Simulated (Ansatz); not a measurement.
# PF3 (SMILES FP(F)F): the electronic atomisation energy, rung by rung

The species is PF3 (4 atoms), meant as a singlet with charge 0. SMILES: `FP(F)F`. The shape is that of a GFN2-xTB optimisation.

```xyz
4

P    -0.0046    0.0051    0.6423
F     1.3496   -0.0296   -0.2031
F    -0.6485    1.1803   -0.2282
F    -0.6965   -1.1558   -0.2109
```

Quantity: the electronic atomisation energy, in eV. The values are calculated. Electronic energies at fixed atoms, without zero-point motion or spin-orbit coupling.

| level | kind | program | value (eV) | less FCI/STO-3G |
| --- | --- | --- | --- | --- |
| HF/STO-3G | Hartree–Fock | Ansatz | 5.40 | -2.85 |
| PBE/STO-3G | GGA | Ansatz | 13.96 | +5.71 |
| B3LYP/STO-3G | global hybrid | Ansatz | 12.59 | +4.34 |
| PBE0/STO-3G | global hybrid | Ansatz | 12.17 | +3.92 |
| wB97X/STO-3G | range-separated hybrid | Ansatz | 11.86 | +3.61 |
| B2PLYP/STO-3G | double hybrid | Ansatz | 10.64 | +2.39 |
| RPA@PBE/STO-3G | RPA | Ansatz | 6.63 | -1.62 |
| MP2/STO-3G | perturbation theory | Ansatz | 7.53 | -0.72 |
| CCSD/STO-3G | coupled cluster or CI | Ansatz | 8.08 | -0.17 |
| FCI/STO-3G | exact in the basis | Ansatz | 8.25 | 0.00 |

FCI/STO-3G is exact within its basis and frozen core, so for wave-function methods in that basis the difference is their error; functionals converge differently with the basis, so for them it is only a difference. The values span 5.40 to 13.96 eV. All rows use very small basis sets, so none should be taken for the real molecule's value.
